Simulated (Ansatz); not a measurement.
# BH (singlet): from Hartree-Fock to the top rungs, cc-pVQZ

An exercise on one series of results from a longer session: the logs are not shown, and one member is left open.

The runs use Ansatz 0.2.0, Gaussian basis; cc-pVQZ, core rule «outside noble gas», up to 1 orbitals frozen.

To be run: UHF; CCSD(T) on RHF; CCSD(T) on UHF; BCCD(T) on RHF; CCSDT(Q) on RHF; CCSDT(Q) on UHF; CASSCF and MRCISD+Q, 4 electrons in 5 orbitals; CASSCF and NEVPT2, 4 electrons in 5 orbitals; Full CI.

8 further runs of the same task are left out: 8 set aside as unsound or not needed.

## The geometry

The geometry is a PBE0/def2-TZVP stationary point (not a proven minimum).

2 atoms, charge 0, spin multiplicity 1.

Atoms are counted from 1 here; the program's logs count them from 0.

Bond lengths: B1–H2 1.241 Å.

Set-up of the first run:

File in.yaml:

```yaml
crystal:
  periodic: [false, false, false]
  atoms:
    - {symbol: B, position_ang: [0.000000, 0.000000, 0.000000]}
    - {symbol: H, position_ang: [0.000000, 0.000000, 1.241044]}
basis:
  gaussian: {orbitals: cc-pVQZ}
magnetization: {spin_polarized: true, initial_magnetization: 0}
hamiltonian: {xc: hf}
output: {orbitals: {seedname: orbitals}}
```

Started as:

```console
> ansatz run in.yaml --threads 1 --pin off --events-out ev --progress --plain --max-ram 2393MiB
```

Steps of the session up to this table: UHF; CCSD(T) on RHF; CCSD(T) on UHF; BCCD(T) on RHF; CCSDT(Q) on RHF; CCSDT(Q) on UHF; CASSCF and MRCISD+Q, 4 electrons in 5 orbitals; CASSCF and NEVPT2, 4 electrons in 5 orbitals; Full CI.

One table of the session follows, with a row left open; its other results are not shown here.

```
          method  from FCI (meV)
             RHF         +2839.7
             UHF         +2664.1
            RMP2               ?
            UMP2          +895.1
           RCCSD           +74.2
           UCCSD           +80.2
        RCCSD(T)           +13.7
        UCCSD(T)           +17.2
         BCCD(T)           +13.9
          RCCSDT            +2.4
          UCCSDT            +3.3
       RCCSDT(Q)            +0.5
       UCCSDT(Q)            +1.2
  CASSCF valence         +1313.0
  NEVPT2 valence          +387.1
  MRCISD valence           +40.8
MRCISD+Q valence           +10.4
             FCI               0
```

Q: Estimate the row for RMP2 from the others.

As computed: from FCI (meV): +712.4. In the column «from FCI (meV)» it lies between NEVPT2 valence (+387.1) and UMP2 (+895.1).

With the free atoms at the same levels and basis (separate runs), the atomisation energy is 3.657 eV at FCI, 3.653 eV at RCCSD(T), 3.650 eV at UCCSD(T), 2.674 eV at RHF.

Caveats from the session: Restricted and unrestricted rows rest on different reference determinants; where their highest levels disagree by more than a few hundredths of an eV, they describe different states and don't form one ladder.
